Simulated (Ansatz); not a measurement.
# H₃Si–AsH₂, singlet in cc-pVDZ: errors against RCCSDT(Q)

Geometry: displaced at random from a stationary point.

```tsv
atom	x (Å)	y (Å)	z (Å)
Si	-0.0268	0.0107	1.6817
As	0.0394	-0.0054	-0.6950
H	0.7372	-1.1547	2.1121
H	0.6345	1.1997	2.1419
H	-1.5037	0.0073	2.1596
H	-1.0461	-1.1033	-0.8116
H	-1.0004	1.1552	-0.8041
```

Basis cc-pVDZ; Ansatz 0.2.0. Correlated methods freeze the noble-gas cores and the filled d shells of p-block atoms, which leaves 14 electrons in 51 orbitals. R marks a restricted (for open shells ROHF) determinant. Active spaces: frontier = (8e, 8o) about the gap. No spin–orbit coupling is included, and no scalar relativity.

Full CI isn't at hand for all of this; RCCSDT(Q) serves as the reference, and is uncertain by about the last step of the cluster series.

```
UHF ⟨S²⟩                          : 0.000
T1 diagnostic (RCCSD)             : 0.0120
largest doubles amplitude (RCCSD) : 0.040
```

Task: From what is known of these methods and the diagnostics, rank them by the size of their error in total energy against RCCSDT(Q) in cc-pVDZ, smallest first (an estimate: the text doesn't fix the numbers).
A. RCCSDT
B. CISD
C. MRCISD (frontier space)
D. RMP2
E. CASSCF (frontier space)

Result: A (0.9 kJ/mol), C (55.8 kJ/mol), B (92.5 kJ/mol), D (145.3 kJ/mol), E (569.1 kJ/mol).

All errors are against RCCSDT(Q) in cc-pVDZ. Within each family the higher level lies nearer, as is usual though not guaranteed.
